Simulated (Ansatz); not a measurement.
Ansatz (a first-principles code) input (B3LYP/6-31G*):

Ansatz 0.2 input:
```yaml
crystal:
  periodic: [false, false, false]
  atoms:
    - {symbol: F, position_ang: [-1.08334263, -0.31396987, -0.00972966]}
    - {symbol: C, position_ang: [-0.01574876, 0.40958345, 0.03937347]}
    - {symbol: F, position_ang: [1.10413306, -0.22673393, -0.04224848]}
    - {symbol: H, position_ang: [-0.03059409, 1.12410181, 0.95754572]}
    - {symbol: H, position_ang: [-0.06202716, 1.28473171, -0.72598329]}
basis:
  gaussian:
    orbitals: 6-31G*
hamiltonian:
  xc: {name: B3LYP}
total_charge: 1
magnetization: {spin_polarized: true, initial_magnetization: 1}
phonons: {temperatures: {t_min: 298.15, t_max: 298.15, t_step: 100}}
```

Which harmonic wavenumbers does it give?

576, 623, 1000, 1103, 1120, 1230, 1397, 2237, 2536 cm⁻¹ (unscaled; negative means imaginary).
